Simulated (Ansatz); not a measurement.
# Property card for BN

The calculation used DFT r2SCAN, scalar-relativistic, plane waves, PAW in Ansatz.

Plane waves to 500 eV, a k mesh through Γ of 12×12×4 on the computed 4-atom cell and Gaussian smearing (0.02 eV); no spin polarisation.

The structure is relaxed at this level of theory with its symmetry kept.

```
CELL_PARAMETERS angstrom
2.50094 0.00000 0.00000
-1.25047 2.16588 0.00000
0.00000 0.00000 6.87214
ATOMIC_POSITIONS crystal
B 0.33333 0.66667 0.25000
B 0.66667 0.33333 0.75000
N 0.33333 0.66667 0.75000
N 0.66667 0.33333 0.25000
```

| Property | Result |
| --- | --- |
| Space group | P6_3/mmc (No. 194) |
| Volume per atom | 9.31 Å³ |
| Formation energy from the elements' standard states (uncorrected) | -1.379 eV/atom |
| Generalised Kohn–Sham band gap | 4.89 eV, indirect from H to M |
| Löwdin character of the top 1 eV of the valence band | N 2p 90 %, B 2p 9 % |
| Löwdin character of the lowest 1 eV of the conduction band | B 2p 86 %, N 2p 8 %, unprojected 5 % |
| Electron masses at the edge by Cartesian direction of the standard setting (m_e; degenerate bands sorted by energy; no spin-orbit coupling) | x: 2.1; y: 0.25; z: 2.7 |
| Hole masses at the edge by Cartesian direction of the standard setting (m_e; degenerate bands sorted by energy; no spin-orbit coupling) | x: 0.64, 0.64; y: 0.64, 0.64; z: 6.3, 6.3 |
| Bader charges (e) | B (2 in the cell) 2.30, N (2 in the cell) -2.30 |

Each cell of BN holds layers, and where no dispersion correction was added their binding is poorly described.

Cost: 8 runs of about 2.4 core-minutes in all, on Arm Neoverse V1 (shared hosts).